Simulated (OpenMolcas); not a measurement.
# H3O+ (oxonium) at RI-MP2/cc-pVTZ (RICD fitting)

Aim: the energy change on altering one bond length of H3O+ (oxonium) at RI-MP2/cc-pVTZ (RICD fitting), from 2 runs. 

The results are computed with OpenMolcas 26.06.

## (1) The molecule

H3O+ has 4 atoms, charge +1, and is taken as a singlet. SMILES: `[OH3+]`. The shape is that of a GFN2-xTB optimisation.

Bond lengths: O1–H2 0.983 Å, O1–H3 0.983 Å, O1–H4 0.984 Å. Angles: H2–O1–H3 112.0°, H2–O1–H4 112.0°, H3–O1–H4 112.0°.

## (2) A single-point energy at RI-MP2/cc-pVTZ (RICD fitting)

Contents of job.input:

```
&GATEWAY
 BasLib=$CurrDir
 Coord
 4
 angstrom
 O        0.196050      -0.061020      -0.056900
 H        0.214230       0.919440       0.016470
 H       -0.413410      -0.366620      -0.765680
 H        0.003130      -0.491800       0.806120
 Basis=cc-pVTZ
 Group=NoSym
 RICD

&SEWARD

&SCF
 Charge=1
 PrOrbitals=0

&MBPT2
 Frozen=1
```

The basis set cc-pVTZ is read from a file made from the Basis Set Exchange's data (not shown).

The run is started by

```console
$ export MOLCAS_MEM=1860
$ pymolcas job.input > job.log
```

Output:

```text
--- Start Module: gateway ---
[...]
--- Stop Module: gateway /rc=_RC_ALL_IS_WELL_ ---
[...]
      Basis functions           72
[...]
--- Start Module: scf ---
[...]
       Convergence after  12 Iterations
[...]
::    Total SCF energy                                -76.3385283575
[...]
      Total spin, S                                     0.0000000000
[...]
      Total electronic charge=   10.000000
      Total            charge=    1.000000
[...]
      Dipole Moment (debye):
      Origin of the operator (angstrom)=    0.1545   -0.0481   -0.0448
                   X= -1.5766E+00               Y=  4.9064E-01               Z=  4.5766E-01           Total=  1.7134E+00
      Center of Charge (angstrom)
[...]
--- Stop Module: scf /rc=_RC_ALL_IS_WELL_ ---
--- Start Module: mbpt2 ---
[...]
WARNING!
Default frozen orbitals as non valence orbitals is overwritten by user input.
Default values:   1
[...]
       Reference weight ( Cref**2 )         =        0.94710
::    Total MBPT2 energy                              -76.5960392164
[...]
--- Stop Module: mbpt2 /rc=_RC_ALL_IS_WELL_ ---
[...]
```

Run time: 2.1 s. Hardware: 1 thread of Arm Neoverse V2, shared host; peak memory 0.17 GiB.

## (3) The distorted shape at the same level

Contents of job.inp:

```
* H3O RI-MP2
&GATEWAY
BASLIB
$CurrDir
COORD
4
angstrom
O        0.348396       0.015371       0.120273
H        0.366576       0.995831       0.193643
H       -0.413410      -0.366620      -0.765680
H        0.155476      -0.415409       0.983293
BASIS
cc-pVTZ
GROUP
NoSym
RICD
&SEWARD
&SCF
CHARGE
1
PRORBITALS
0
&MBPT2
FROZEN
1
```

The basis set cc-pVTZ is read from a file made from the Basis Set Exchange's data (not shown).

The run is started by

```console
$ export MOLCAS_MEM=1860
$ pymolcas job.inp > job.log
```

Output:

```text
--- Start Module: gateway ---
[...]
--- Stop Module: gateway /rc=_RC_ALL_IS_WELL_ ---
[...]
      Basis functions           72
[...]
--- Start Module: scf ---
[...]
       Convergence after  13 Iterations
[...]
::    Total SCF energy                                -76.2986657535
[...]
      Total spin, S                                     0.0000000000
[...]
      Total electronic charge=   10.000000
      Total            charge=    1.000000
[...]
      Dipole Moment (debye):
      Origin of the operator (angstrom)=    0.2988    0.0243    0.1229
                   X= -2.0236E+00               Y=  2.2916E-01               Z= -1.2892E-01           Total=  2.0406E+00
      Center of Charge (angstrom)
[...]
--- Stop Module: scf /rc=_RC_ALL_IS_WELL_ ---
--- Start Module: mbpt2 ---
[...]
WARNING!
Default frozen orbitals as non valence orbitals is overwritten by user input.
Default values:   1
[...]
       Reference weight ( Cref**2 )         =        0.94141
::    Total MBPT2 energy                              -76.5636059239
[...]
--- Stop Module: mbpt2 /rc=_RC_ALL_IS_WELL_ ---
[...]
```

Run time: 2.1 s. Hardware: 1 thread of Arm Neoverse V2, shared host; peak memory 0.17 GiB.

## (4) What came out

Level: RI-MP2/cc-pVTZ (RICD fitting), 1 core orbital frozen.

| quantity | value |
| --- | --- |
| first shape: total energy | -76.59604 Eh |
| first shape: HOMO energy (Hartree–Fock orbitals) | -25.92 eV |
| first shape: LUMO energy (Hartree–Fock orbitals) | -3.96 eV |
| first shape: HOMO–LUMO gap (Hartree–Fock orbitals) | 21.96 eV |
| first shape: correlation energy (1 core orbital frozen) | -257.5 mEh |
| distorted shape: total energy | -76.56361 Eh |
| distorted shape: HOMO energy (Hartree–Fock orbitals) | -25.06 eV |
| distorted shape: LUMO energy (Hartree–Fock orbitals) | -4.91 eV |
| distorted shape: HOMO–LUMO gap (Hartree–Fock orbitals) | 20.14 eV |
| distorted shape: correlation energy (1 core orbital frozen) | -264.9 mEh |
| energy change with the O1–H3 bond stretched from 0.983 to 1.229 Å | 0.883 eV |

In words: With the O1–H3 bond stretched from 0.983 to 1.229 Å the energy rises by 0.88 eV (85.2 kJ/mol). The first shape isn't relaxed at this level, so the change isn't measured from a minimum. Mulliken charges (distorted shape) of the mean-field density run from -0.16 on O1 to +0.47 on H3.
